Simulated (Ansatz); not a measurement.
# B2H2 (singlet): the correlation ladder at scale of all distances = 1.106, 6-31G

Aim: climb from Hartree-Fock through coupled cluster and multireference methods for B2H2 (singlet) at one geometry and basis, and see what each rung misses.

Program: Ansatz 0.2.0, Gaussian basis. Level of theory: 6-31G, core rule «outside noble gas», up to 2 orbitals frozen. These are calculated values, not measurements.

To be run: UHF; CCSD(T) on RHF; CCSD(T) on UHF; BCCD(T) on RHF; CISD; CCSDT(Q) on RHF; CCSDT(Q) on UHF; CISDTQ; CCSDTQ on RHF; CASSCF and MRCISD+Q, 2 electrons in 2 orbitals; CASSCF and NEVPT2, 2 electrons in 2 orbitals; CASSCF and MRCISD+Q, 8 electrons in 10 orbitals; CASSCF and NEVPT4(SD), 8 electrons in 10 orbitals; CASSCF and NEVPT2, 8 electrons in 10 orbitals; Full CI.

12 further runs of the same task are left out: 1 for a mislabelled method, 11 that didn't finish.

### 1 The geometry

The geometry derives from a PBE0/def2-TZVP stationary point (not a proven minimum). All distances are scaled together.

4 atoms, charge 0, spin multiplicity 1.

Atoms are counted from 1 here; the program's logs count them from 0.

Bond lengths: B1–H3 1.326 Å, B1–H4 1.326 Å. Angles: H3–B1–H4 117.3°.

### 2 UHF

The input, in.yaml:

```yaml
crystal:
  periodic: [false, false, false]
  atoms:
    - {symbol: B, position_ang: [0.000000, 0.000000, 0.832709]}
    - {symbol: B, position_ang: [0.000000, 0.000000, -1.116577]}
    - {symbol: H, position_ang: [0.000000, 1.132527, 1.522361]}
    - {symbol: H, position_ang: [0.000000, -1.132527, 1.522361]}
basis:
  gaussian: {orbitals: 6-31G}
magnetization: {spin_polarized: true, initial_magnetization: 0}
hamiltonian: {xc: hf}
output: {orbitals: {seedname: orbitals}}
```

Run with:

```
$ ansatz run in.yaml --threads 1 --pin off --events-out ev --progress --plain --max-ram 2393MiB
```

Further steps of the session: CCSD(T) on RHF; CCSD(T) on UHF; BCCD(T) on RHF; CISD; CCSDT(Q) on RHF; CCSDT(Q) on UHF; CISDTQ; CCSDTQ on RHF; CASSCF and MRCISD+Q, 2 electrons in 2 orbitals; CASSCF and NEVPT2, 2 electrons in 2 orbitals; CASSCF and MRCISD+Q, 8 electrons in 10 orbitals; CASSCF and NEVPT4(SD), 8 electrons in 10 orbitals; CASSCF and NEVPT2, 8 electrons in 10 orbitals; Full CI.

Q: Predict the results of all the runs planned. Wanted: FCI below the RHF energy; RMP2 from FCI; UMP2 from FCI; RCCSD from FCI; RCCSD(T) from FCI; UCCSD(T) from FCI; RCCSDT(Q) from FCI; UCCSDT(Q) from FCI; NEVPT2 pair from FCI.

**Answer**, as computed:

```
                         quantity                                                                                                                                                    value
         FCI below the RHF energy                                                                                                                                               -3.4837 eV
                    RMP2 from FCI                                                                                                                                          +25.83 kcal/mol
                    UMP2 from FCI                                                                                                                                          +23.18 kcal/mol
                   RCCSD from FCI                                                                                                                                           +2.15 kcal/mol
                RCCSD(T) from FCI                                                                                                                                           +0.60 kcal/mol
                UCCSD(T) from FCI                                                                                                                                           +0.56 kcal/mol
               RCCSDT(Q) from FCI                                                                                                                                           +0.04 kcal/mol
               UCCSDT(Q) from FCI                                                                                                                                           -0.03 kcal/mol
             NEVPT2 pair from FCI                                                                                                                                          +22.40 kcal/mol
           MRCISD+Q pair from FCI                                                                                                                                           +0.25 kcal/mol
          NEVPT2 valence from FCI                                                                                                                                           +5.27 kcal/mol
levels within 1 kcal/mol (43 meV)  RCCSD(T), UCCSD(T), BCCD(T), RCCSDT, UCCSDT, CISDTQ, RCCSDT(Q), UCCSDT(Q), RCCSDTQ, MRCISD+Q pair, NEVPT4(SD) valence, MRCISD valence, MRCISD+Q valence
                    T1 diagnostic                                                                                                                                                    0.012
   effectively unpaired electrons                                                                                                                                                     0.15
```

**Reading.** RCCSD(T) lands +0.60 kcal/mol from the yardstick (0.7 % of the correlation energy). One determinant dominates. Of the multireference levels listed MRCISD+Q valence comes nearest in total energy (+0.10 kcal/mol), which doesn't show that its space is the better one. These misses are within one basis, not against nature.
